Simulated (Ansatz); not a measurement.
Relaxation of C3H8S2 (13 atoms, charge 0, multiplicity 1), to a largest force component of 0.02 eV/Å in at most 50 steps.

Level of theory: RKS B3LYP-D4/def2-SVP (Ansatz 0.2.0).

```xyz
13
Properties=species:S:1:pos:R:3
C -1.593 0.662 1.057
S 0.056 1.233 0.730
C 0.399 0.204 -0.741
C 0.749 -1.238 -0.336
S 1.919 0.855 -1.565
H -2.059 1.331 1.851
H -1.645 -0.338 1.359
H 0.229 2.414 1.423
H -0.391 0.284 -1.399
H 0.925 -1.856 -1.187
H 1.485 -1.352 0.410
H -0.201 -1.688 0.130
H 2.595 1.002 -0.443
```

Q: Where does it end, and by what steps?

A: The run converged. After 18 steps the energy has fallen by 3.230 eV; H7 moved furthest, 1.18 Å.

```tsv
step	energy less start (eV)	largest force component (eV/Å)	accepted
0	0.0000	4.374	yes
1	-1.3934	2.734	yes
2	-1.9026	1.518	yes
3	-2.1806	1.494	yes
4	-2.4273	0.823	yes
5	-2.5767	0.655	yes
6	-2.7055	0.842	yes
7	-2.8295	1.159	yes
8	-2.9390	2.097	yes
9	-3.1098	1.045	yes
10	-3.1703	0.525	yes
11	-3.1190	0.967	no
12	-3.2176	0.396	yes
13	-3.2233	0.199	yes
14	-3.2259	0.086	yes
15	-3.2285	0.047	yes
16	-3.2293	0.048	yes
17	-3.2296	0.036	yes
18	-3.2298	0.019	yes
```

```xyz
13
Properties=species:S:1:pos:R:3
C -1.515 0.652 1.563
S 0.028 0.986 1.102
C 0.529 0.275 -0.624
C 0.668 -1.228 -0.502
S 1.979 1.180 -1.241
H -2.382 0.893 0.946
H -1.608 0.059 2.471
H 0.125 2.265 0.584
H -0.294 0.554 -1.299
H 0.801 -1.695 -1.489
H 1.530 -1.498 0.129
H -0.242 -1.642 -0.036
H 2.849 0.712 -0.313
```

Whether the end is a true minimum wasn't checked by a vibrational analysis.

Run time: 30 s on 2 threads of AMD EPYC 9R45 96-Core Processor (Zen 5) (shared host), peak memory 0.31 GiB.
